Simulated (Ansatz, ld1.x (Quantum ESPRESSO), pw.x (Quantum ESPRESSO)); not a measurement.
Equation-of-state test of one RRKJ potential (lithium (Li))

Li, norm-conserving RRKJ (Kleinman–Bylander form), made with ld1.x (Quantum ESPRESSO) 7.5 (LDA (PW92), scalar-relativistic). Core [He], reference 2s1 2p0. Waves: 2p (bound, empty): rc 4.20 bohr; 2s (bound): rc 2.90 bohr. Local part: the s channel. Core correction: Bessel-smoothed model core inside 1.54 bohr.

Crystal test: bcc Li in pw.x 7.5, no spin, 14³ k-points, Fermi–Dirac smearing 0.01 Ry, cutoffs 50/200 Ry. The reference is all-electron LAPW (Ansatz 0.2.0) with the same functional, mesh and smearing; V0 and B0 come from Birch–Murnaghan fits to the pressures at five volumes. Errors are pseudo minus all-electron; Δ is the rms difference of the E(V) curves that follow from these fits, minima aligned, over ±6 % about the mean V0. Mesh and smearing are coarse, so the numbers serve the comparison and aren't converged zero-temperature values; the lattice is a test structure that the element need not adopt.

| V (Å³/atom) | P all-electron (GPa) | P pseudo (GPa) |
| --- | --- | --- |
| 18.133 | 0.82 | -0.05 |
| 18.610 | 0.38 | -0.41 |
| 19.087 | -0.02 | -0.73 |
| 19.564 | -0.37 | -1.01 |
| 20.041 | -0.69 | -1.27 |

All-electron: a0 = 3.366 Å (V0 = 19.06 Å³/atom), B0 = 15.0 GPa.

Pseudopotential: mean pressure error (GPa): -0.72. The pressure does not cross zero within the volumes sampled, so no fit is given. The largest radius (4.20 bohr) exceeds half the bond length (2.76 bohr), so the spheres overlap, which is one possible source of error among others. This is a poor potential for the solid.

**Question.** At the middle volume, how do free energy and pressure move when the wave cutoff is lowered (ecutrho kept at four times it)?

**Answer.**

| cutoff (Ry) | shift of F (meV/atom) | shift of P (GPa) |
| --- | --- | --- |
| 22 | +0.2 | -0.00 |
| 30 | +0.0 | -0.00 |
| 40 | +0.0 | +0.00 |

The run at the middle volume (104 k-points, 3 iterations) took about 2.4 s on one core of a shared host (Neoverse-V2, 96 threads, 742 GiB, load 23).
